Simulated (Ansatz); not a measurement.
C₃H₅F₃ (`FCC(F)CF`), relaxed with RKS PBE0-D4/def2-TZVP in Ansatz 0.2.0 from a PBE-D4/def2-SVP geometry. The force threshold is 0.005 eV/Å; the program also tests the step.

The species carries charge 0 and has multiplicity 1.

Start:

```xyz
11

F     0.404    0.055    1.973
C    -0.638   -0.212    1.099
C    -0.346    0.454   -0.244
F    -1.453    0.238   -1.060
C     0.909   -0.078   -0.908
F     0.876   -1.460   -0.988
H    -1.590    0.183    1.514
H    -0.727   -1.309    0.950
H    -0.220    1.552   -0.094
H     1.792    0.234   -0.307
H     0.995    0.344   -1.934
```

```json
{"step": "1", "energy (eV)": "-11336.1585", "largest force (eV/Å)": "0.568", "largest move (Å)": "0.000"}
{"step": "2", "energy (eV)": "-11336.1996", "largest force (eV/Å)": "0.187", "largest move (Å)": "0.019"}
{"step": "3", "energy (eV)": "-11336.2036", "largest force (eV/Å)": "0.022", "largest move (Å)": "0.014"}
{"step": "4", "energy (eV)": "-11336.2037", "largest force (eV/Å)": "0.008", "largest move (Å)": "0.006"}
{"step": "5", "energy (eV)": "-11336.2039", "largest force (eV/Å)": "0.007", "largest move (Å)": "0.010"}
{"step": "6", "energy (eV)": "-11336.2039", "largest force (eV/Å)": "0.003", "largest move (Å)": "0.009"}
{"step": "7", "energy (eV)": "-11336.2039", "largest force (eV/Å)": "0.002", "largest move (Å)": "0.005"}
```

End:

```xyz
11

F     0.372    0.098    1.977
C    -0.638   -0.214    1.091
C    -0.338    0.450   -0.238
F    -1.436    0.247   -1.052
C     0.902   -0.074   -0.908
F     0.853   -1.446   -1.025
H    -1.584    0.161    1.488
H    -0.686   -1.299    0.978
H    -0.216    1.530   -0.090
H     1.779    0.194   -0.311
H     0.993    0.353   -1.910
```

Run time 26 s (4 threads of an Arm Neoverse V2 on a shared host); peak host memory 0.54 GiB.
